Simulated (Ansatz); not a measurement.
MgO (rock salt): values from a third-order Birch-Murnaghan fit to a volume scan beside measured ones. Computed values: PBE (plane waves to 420 eV, PAW, scalar-relativistic; Ansatz, an electronic-structure program). MgO was relaxed with its symmetry unable to fall. The PAW data are Ansatz's earlier set.

| quantity | reference | kind |
|---|---|---|
| Lattice constant a (Å) | 4.189 | measured, corrected to the static lattice |
| Bulk modulus B₀ (GPa) | 169.8 | measured, corrected to the static lattice |

References as given in: Daniel Mejia-Rodriguez, S. B. Trickey, Physical Review B (2018), arXiv:1807.09216.

### Question
What does PBE give, and how far is that from the reference?

### Answer
```
quantity                  PBE  difference
----------------------  -----  ----------
Lattice constant a (Å)  4.254      +1.6 %
Bulk modulus B₀ (GPa)     149     -12.2 %
```

PBE overestimates the lattice constant a by 1.6 %. PBE underestimates the bulk modulus B₀ by 12.2 %.

(Under strain, the slope of the energy per volume gives the stress and its curvature an elastic modulus.)
